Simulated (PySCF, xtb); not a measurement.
CH3O, SMILES [CH2]O, multiplicity 2.

Harmonic wavenumbers (cm⁻¹) from GFN2-xTB run with xtb 6.7.1 at its own minimum, in rising order: 388, 491, 994, 1242, 1254, 1384, 3107, 3185, 3553.

What does PySCF with B3LYP-D3(BJ)/def2-TZVP give at its own minimum? (The exact figures need the calculation; the answer reports its results.)

419, 549, 1056, 1203, 1359, 1487, 3131, 3273, 3809. Paired by order, the mean absolute difference is 85 cm⁻¹ and the zero-point energies are 22.3 and 23.3 kcal/mol.
